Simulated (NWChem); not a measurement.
# Correlation energy of Li (-1)

```
Li
```
Charge -1, spin multiplicity 1.

Everything below was run with NWChem.

Basis set: def2-SVPD. Each correlation energy counts from its own Hartree-Fock reference.

The correlated methods freeze no orbitals. Coupled-cluster values serve here as a point of comparison, not as the truth.

**Question.** Order these methods by the correlation energy they give, lowest first: MP2, SCS-MP2, CCSD.

**Answer.** CCSD (-31.8 mHa), SCS-MP2 (-20.8 mHa), MP2 (-17.5 mHa)
